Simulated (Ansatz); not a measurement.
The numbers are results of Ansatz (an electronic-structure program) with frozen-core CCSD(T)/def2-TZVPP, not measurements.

Ansatz 0.2 input:
```yaml
crystal:
  periodic: [false, false, false]
  atoms:
    - { symbol: F, position_ang: [0.0, 0.0, 0.0] }
basis:
  gaussian: { orbitals: def2-TZVPP }
correlation:
  method: ccsd_t
magnetization:
  spin_polarized: true
  initial_magnetization: 1
```

Output:

```
Functional definition: HF
205 factors; integrals over basis functions are off by at most 1.8e-4 eV
mean field evaluation 1: about -2704.9202 eV, gradient 9.0e0 eV
mean field evaluation 2: about -2704.9209 eV, gradient 9.0e0 eV
mean field evaluation 4: about -2705.1293 eV, gradient 9.4e-1 eV
mean field evaluation 8: about -2705.1328 eV, gradient 1.4e-3 eV
mean field evaluation 16: about -2705.1328 eV, gradient 6.3e-2 eV
mean field evaluation 32: about -2705.1289 eV, gradient 8.7e-1 eV
mean field evaluation 64: about -2705.1328 eV, gradient 1.8e-3 eV
mean field -2705.13284638 eV, -99.4117984997 hartree, gradient 7.7e-6 eV, S^2 0.753678; 4 other end points of the search recorded, 0 dependent functions left out
1 core orbitals not correlated
reference -2705.13284638 eV, -99.4117984997 hartree; 4, 3 occupied and 26, 27 virtual orbitals, 205 factors
second order -5.38212672 eV of doubles, -0.00000000 eV of singles
cycle   1  -5.62210069 eV  change   -2.4e-1 eV  update   2.6e-2
cycle   2  -5.69806773 eV  change   -7.6e-2 eV  update   7.5e-3
cycle   3  -5.71027582 eV  change   -1.2e-2 eV  update   3.0e-3
cycle   4  -5.70888986 eV  change    1.4e-3 eV  update   1.1e-3
cycle   5  -5.70951778 eV  change   -6.3e-4 eV  update   3.1e-4
cycle   6  -5.70957719 eV  change   -5.9e-5 eV  update   5.7e-5
cycle   7  -5.70957489 eV  change    2.3e-6 eV  update   1.3e-5
cycle   8  -5.70957153 eV  change    3.4e-6 eV  update   2.8e-6
perturbative correction -0.09345697 eV, -0.0034344804 hartree
Total energy: -2710.93587489 eV, -99.6250558639 hartree
```

Cost: roughly 1.1 core-seconds.
